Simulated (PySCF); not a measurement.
Molecule: SMILES C1=NC=NC=N1, C$_{3}$H$_{3}$N$_{3}$.

Atom-mapped SMILES (the numbers label the heavy atoms): `[cH:1]1[n:2][cH:3][n:4][cH:5][n:6]1`. Each H is labelled by its parent atom.

Geometry PBE0-D3(BJ)/def2-SVP throughout; GIAO in PySCF, gas phase, one conformer, non-relativistic; equivalent atoms averaged; functional PBE0.

Task: How do the absolute shieldings σ depend on the basis set? (ppm; last column core-seconds on shared hosts with different chips, so compare them loosely)

Result: 
| basis set | functions | C1/C3/C5 | N2/N4/N6 | H(C1)/H(C3)/H(C5) | core-s |
| --- | --- | --- | --- | --- | --- |
| STO-3G | 33 | 105.0 | 50.6 | 22.54 | 1.7 |
| 6-31G | 60 | 38.9 | -38.3 | 22.81 | 3.3 |
| pcSseg-0 | 60 | 12.6 | -72.4 | 22.76 | 3.5 |
| 6-31G* | 90 | 33.6 | -20.3 | 22.73 | 4.9 |
| def2-SVP | 99 | 29.7 | -29.9 | 22.37 | 5.2 |
| cc-pVDZ | 99 | 32.0 | -28.6 | 22.14 | 6.3 |
| pcSseg-1 | 117 | 11.4 | -57.3 | 22.00 | 7 |
| aug-cc-pVDZ | 165 | 28.8 | -26.4 | 21.93 | 12 |
| 6-311+G(2d,p) | 180 | 15.7 | -47.5 | 22.14 | 12 |
| def2-TZVP | 204 | 14.2 | -50.8 | 22.18 | 16 |
| cc-pVTZ | 222 | 15.9 | -49.5 | 22.04 | 18 |
| IGLO-III | 240 | 7.8 | -58.3 | 22.02 | 19 |
| pcSseg-2 | 258 | 6.6 | -60.7 | 21.93 | 20 |

Task: Which nucleus moves most, in ppm?

Result: N2/N4/N6 (pyridine-type ring nitrogen): from -72.4 ppm with pcSseg-0 to 50.6 ppm with STO-3G. The smallest spread is 0.88 ppm, at H(C1)/H(C3)/H(C5). Proton shifts span only some 12 ppm, so a few tenths of a ppm matter as much there as several ppm in carbon.

Task: Taking the largest basis, pcSseg-2 (258 functions), as the yardstick, rank the others by their worst heavy-atom deviation.

Result: IGLO-III 2.5 ppm (240 functions), pcSseg-1 4.9 ppm (117 functions), def2-TZVP 9.9 ppm (204 functions), cc-pVTZ 11.2 ppm (222 functions), pcSseg-0 11.7 ppm (60 functions), 6-311+G(2d,p) 13.2 ppm (180 functions), def2-SVP 30.9 ppm (99 functions), cc-pVDZ 32.1 ppm (99 functions), 6-31G 32.3 ppm (60 functions), aug-cc-pVDZ 34.3 ppm (165 functions), 6-31G* 40.5 ppm (90 functions), STO-3G 111.3 ppm (33 functions).

A small basis that lands close on one nucleus may do so by chance; judge by the trend and by all nuclei.
